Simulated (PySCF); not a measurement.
Worked example for vinylidene fluoride: proton affinity at atom C1

Structure: `C=C(F)F` (C2H2F2). Non-hydrogen atoms are numbered in `[CH2:1]=[C:2]([F:3])[F:4]`.

These are calculated values, ωB97X-D3(BJ)/def2-TZVP in PySCF (grid level 2) at geometries from PBE0-D3(BJ)/def2-SVP. ωB97X-D3(BJ) is ωB97X-V with D3(BJ) in place of VV10. Thermal corrections: PBE0-D3(BJ)/def2-SVP frequencies, unscaled, ideal gas at 298.15 K and 1 bar, quasi-RRHO entropy.

Step: `CC(F)=[F+]` → `C=C(F)F` + H⁺.

```tsv
species	charge	multiplicity	E / Eh
CC(F)=[F+]	1	1	-277.527623
C=C(F)F	0	1	-277.232552
```

Thermal terms, products less reactant: Δ(H − E) = -25.20 kJ/mol, Δ(G − E) = -51.65 kJ/mol (the bare proton has no electronic energy, H = 5/2 RT). 1 Eh = 2625.50 kJ/mol.

Q: What are ΔE, ΔH and ΔG of this step?

A: ΔE = 0.295071 Eh = 774.71 kJ/mol; ΔH = 749.5 kJ/mol; ΔG = 723.1 kJ/mol, all in the gas phase at 298.15 K and 1 bar. The digits show the arithmetic; the method itself can be off by 10 kJ/mol or more.
